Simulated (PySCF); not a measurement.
**How the method moves the adiabatic energies of losing or gaining an electron of diazenylium**

Structure: `N#[NH+]` ([HN2]+).

All levels share the PBE0-D3(BJ)/def2-SVP structures and the PBE0-D3(BJ)/def2-SVP thermal terms; only the single-point energies (PySCF) change. Values are adiabatic energies of losing or gaining an electron (0 K, eV).

```csv
level,recombination energy to the radical,time
MP2/aug-cc-pVTZ,7.63,5.7 s
HF/aug-cc-pVTZ,8.04,0.88 s
CCSD(T)/aug-cc-pVTZ,8.18,2 min
PBE0-D3(BJ)/ma-def2-TZVP,8.49,–
```

Times are wall times for all single points of a level on 1 thread of AMD EPYC 9R45 96-Core, a shared host; the dash marks the run that also made the structures.

Hartree-Fock leaves out electron correlation, so its ionisation energies and electron affinities from energy differences come out too low, often by 1 eV or more.

The spread: 0.86 eV, from 7.63 to 8.49.

---

# Level of theory and adiabatic energies of losing or gaining an electron: boron dihydride

Structure: `[BH2]` (BH2•). The parent is a doublet.

All levels share the PBE0-D3(BJ)/ma-def2-SVP structures and the PBE0-D3(BJ)/ma-def2-SVP thermal terms; only the single-point energies (PySCF) change. Values are adiabatic energies of losing or gaining an electron (0 K, eV).

```
                   level  ionisation energy to the singlet cation     time
          HF/aug-cc-pVTZ                                     7.74    2.5 s
         MP2/aug-cc-pVTZ                                     8.13     13 s
     CCSD(T)/aug-cc-pVTZ                                     8.20  3.2 min
PBE0-D3(BJ)/ma-def2-TZVP                                     8.43        –
```

Times are wall times for all single points of a level on 1 thread of Arm Neoverse V1, a shared host; the dash marks the run that also made the structures.

Hartree-Fock leaves out electron correlation, so its ionisation energies and electron affinities from energy differences come out too low, often by 1 eV or more.

The spread: 0.69 eV, from 7.74 to 8.43.

---

# How the method moves the adiabatic energies of losing or gaining an electron of carbonyl sulfide

Structure: `O=C=S` (COS).

All levels share the PBE0-D3(BJ)/ma-def2-SVP structures and the PBE0-D3(BJ)/ma-def2-SVP thermal terms; only the single-point energies (PySCF) change. Values are adiabatic energies of losing or gaining an electron (0 K, eV).

Measured (NIST Chemistry WebBook): adiabatic ionisation energy 11.18 eV.

| level | ionisation energy to the radical cation | time |
| --- | --- | --- |
| HF/ma-def2-TZVP | 9.90 | 4.4 s |
| CCSD(T)/ma-def2-TZVP | 11.02 | 18 min |
| B3LYP-D3(BJ)/ma-def2-TZVP | 11.18 | – |
| MP2/ma-def2-TZVP | 11.33 | 23 s |

Times are wall times for all single points of a level on 1 thread of Arm Neoverse V1, a shared host; the dash marks the run that also made the structures.

Hartree-Fock leaves out electron correlation, so its ionisation energies and electron affinities from energy differences come out too low, often by 1 eV or more.

The spread: 1.43 eV, from 9.90 to 11.33.
